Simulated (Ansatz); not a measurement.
# What each rung costs, and what it gives

Saddle point of Si2H6S, closed shell (Si₂H₆S ([SiH3][SiH2][SH]) → Si₂H₄ ([SiH][SiH3]) + H₂S (still joined by a long Si–S bond); bonds formed: S2–H3; bonds broken: Si1–H3; bonds weakened to dative contacts: Si1–S2), PBE0-D4/def2-TZVP structure:

```
9
angstrom
Si -1.0777 -0.5824 0.1252
S 1.1867 -1.6644 -0.0699
H -0.2307 -1.8894 -0.6286
H -1.0558 -0.6299 1.6297
Si -0.0926 1.4935 -0.3769
H 0.9168 -2.5808 0.8746
H 0.9125 1.9259 0.6327
H -1.1446 2.5428 -0.4877
H 0.5854 1.3847 -1.6991
```

Barriers are electronic and count from the start structure reached by relaxing down the imaginary mode.

Ansatz 0.2.0; basis: as named in each row; cores frozen in the correlated methods. B3LYP uses VWN-RPA correlation. Extrapolation: Hartree–Fock as exp(−7.88 √X), correlation as X^−2.97.

Times are rough, for one single point on 2 threads of a shared host (Arm Neoverse V2).

The estimate by CCSD(T) at an estimated basis limit (MP2 extrapolated from triple and quadruple zeta, plus CCSD(T) − MP2 in triple zeta) is 62.67 kcal/mol.

| method | basis | time (s) | barrier (kcal/mol) | method less estimate |
| --- | --- | --- | --- | --- |
| HF | STO-3G | under 1 | 101.42 | 38.75 |
| PBE-D4 | STO-3G | under 1 | 72.88 | 10.21 |
| SPW92 | def2-SVP | under 1 | 49.36 | -13.31 |
| B3LYP-D4 | 6-31G | under 1 | 56.90 | -5.77 |
| PBE-D4 | def2-SVP | under 1 | 51.41 | -11.26 |
| PBE0-D4 | def2-SVP | 1 | 57.86 | -4.81 |
| SPW92 | def2-TZVPP | 1 | 50.40 | -12.28 |
| CCSD(T) | def2-SVP | 2 | 61.56 | -1.11 |
| PBE-D4 | def2-TZVPP | 2 | 52.38 | -10.29 |
| BLYP-D4 | def2-TZVPP | 2 | 53.87 | -8.80 |
| B3LYP-D4 | def2-TZVPP | 3 | 59.22 | -3.45 |
| BHLYP-D4 | def2-TZVPP | 3 | 66.70 | 4.03 |
| PBE0-D4 | def2-TZVPP | 3 | 58.85 | -3.82 |
| CAM-B3LYP-D4 | def2-TZVPP | 3 | 63.94 | 1.26 |
| RPA on PBE | def2-TZVPP | 4 | 60.10 | -2.57 |
| r2SCAN-D4 | def2-TZVPP | 4 | 58.07 | -4.60 |
| r2SCAN0-D4 | def2-TZVPP | 5 | 62.22 | -0.45 |
| wB97M-V | def2-SVP | 6 | 60.71 | -1.96 |
| B2PLYP | def2-TZVPP | 6 | 61.83 | -0.84 |
| PBE-QIDH | def2-TZVPP | 6 | 64.05 | 1.38 |
| wB97X-V | def2-TZVPP | 8 | 66.11 | 3.44 |
| wB97M-V | def2-TZVPP | 10 | 62.12 | -0.55 |
| B97M-V | def2-TZVPP | 11 | 57.97 | -4.70 |
| MP2 | def2-QZVPP | 19 | 63.95 | 1.28 |
| CCSD(T) | def2-TZVPP | 43 | 62.27 | -0.40 |

All methods are single points on the PBE0-D4 structures.

The T1 diagnostic stays at or below 0.017. The restricted Hartree–Fock reference is unstable towards an unrestricted one at one or more of these structures.

Losses and insertions of silylenes and their heavier kin drive the gas-phase chemistry of silicon and germanium vapour deposition.

Labels in which every atom is bracketed show which atoms are joined, not bond orders.
